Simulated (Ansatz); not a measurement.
Input file:

```yaml
crystal:
  periodic: [false, false, false]
  atoms:
    - {symbol: B, position_ang: [0.000000, 0.000000, 0.008418]}
    - {symbol: O, position_ang: [0.000000, 0.000000, -1.189543]}
    - {symbol: H, position_ang: [0.000000, 0.000000, 1.181125]}
basis:
  gaussian: {orbitals: cc-pVDZ}
magnetization: {spin_polarized: true, initial_magnetization: 2}
correlation: {method: ccsdtq, electrons: outside_noble_gas}
```

```sh
$ ansatz run in.yaml --threads 2 --pin off --events-out ev --progress --plain --max-ram 24576MiB --backend cuda --devices 0, --max-vram 18GiB
```

Output:

```
541 factors; integrals over basis functions are off by at most 2.1e-7 eV
mean field evaluation 1: about -2718.6753 eV, gradient 1.0e1 eV
mean field evaluation 2: about -2718.6774 eV, gradient 1.0e1 eV
mean field evaluation 4: about -2719.3505 eV, gradient 1.1e0 eV
mean field evaluation 8: about -2719.3643 eV, gradient 1.7e-3 eV
mean field evaluation 16: about -2719.9374 eV, gradient 1.5e-3 eV
mean field evaluation 32: about -2719.9364 eV, gradient 2.6e-1 eV
mean field evaluation 64: about -2719.9380 eV, gradient 5.5e-2 eV
mean field evaluation 96: about -2719.9130 eV, gradient 6.0e-1 eV
mean field evaluation 128: about -2719.9370 eV, gradient 4.0e-3 eV
mean field evaluation 160: about -2717.4561 eV, gradient 9.3e-2 eV
...
cycle  37  -6.51598242 eV  change    3.7e-8 eV  update   2.5e-7
cycle  38  -6.51598251 eV  change   -9.2e-8 eV  update   2.9e-7
cycle   1  -6.51598046 eV  update   6.7e-7
cycle   2  -6.51597940 eV  change    1.1e-6 eV  update   5.4e-7
cycle   3  -6.51597797 eV  change    1.4e-6 eV  update   5.1e-7
cycle   4  -6.51597636 eV  change    1.6e-6 eV  update   4.2e-7
cycle   5  -6.51597467 eV  change    1.7e-6 eV  update   3.4e-7
cycle   6  -6.51597344 eV  change    1.2e-6 eV  update   2.5e-7
cycle   7  -6.51597244 eV  change    1.0e-6 eV  update   1.3e-7
cycle   8  -6.51597219 eV  change    2.4e-7 eV  update   7.9e-8
WARN: these amplitudes may be one of several solutions (largest doubles amplitude 0.90, level shift 0.00 eV)
Total energy: -2726.45300558 eV, -100.1952998989 hartree
```

Ran on 2 threads of AMD EPYC 7R13 with a shared H100 80 GB, shared host: 80 s wall, 1.2 GiB peak host memory.
